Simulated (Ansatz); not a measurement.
## Bulk modulus B0 of some bcc solids

Method: PBE in Ansatz (PAW). References are measured values corrected to a static lattice.

Values in GPa.

| solid | reference | PBE | error (%) |
|---|---|---|---|
| bcc K | 3.75 | 3.58 | -4.5 |
| bcc Ba | 9.34 (9.34–10.6) | 8.70 | -6.9 |
| bcc V | 161 | 182 | +13.0 |
| bcc Na | 7.9 | 7.77 | -1.6 |
| bcc Fe | 174 | 197 | +13.2 |
| bcc Ta | 198 | 194 | -2.0 |
| bcc Nb | 173 | 169 | -2.3 |
| bcc W | 312 (300–328) | 303 | -2.9 |
| bcc Li | 13.8 (13.1–13.9) | 13.9 | +0.7 |
| bcc Mo | 265 (265–278) | 259 | -2.3 |
| bcc Cs | 2.11 (2.11–2.35) | 1.96 | -7.1 |

Over these 11 solids the mean error is -0.2 %, the mean absolute error 5.1 % (median 2.9 %), and the worst case bcc Fe at +13.2 %; the value is too low in 8 of 11 cases.

All these references are brought to a static lattice.

Spin–orbit coupling is left out, also for the solids with elements from indium on (bcc Ba, bcc Ta, bcc W, bcc Cs); its size isn't shown.

Brackets give the range of the sources taken for a reference, where it is wide; it can hold other temperatures.

Differences are worked out from the printed values.

Each level is taken at its own relaxed cell. Ansatz's density-functional and Hartree–Fock values are scalar-relativistic unless marked +SOC, with PAW data made under PBE.

Ansatz's runs of these crystals have no spin polarisation, but for bcc Fe.

Density-functional runs with spin start from parallel moments for bcc Fe.

Not in this set, of the bcc solids with a reference value in our tables and a result at some level: 2 for sources at odds. These can be a level's best or worst cases. Solids without a released value at any level aren't counted. Layered and molecular crystals are counted apart. The metals Ce to Yb are counted apart.

References as tabulated in Levämäki et al. (2014), arXiv:1402.3671; Mejia-Rodriguez and Trickey (2018), arXiv:1807.09216; doi:10.1021/acs.jctc.3c00612.

Ansatz is a program for electronic structure.
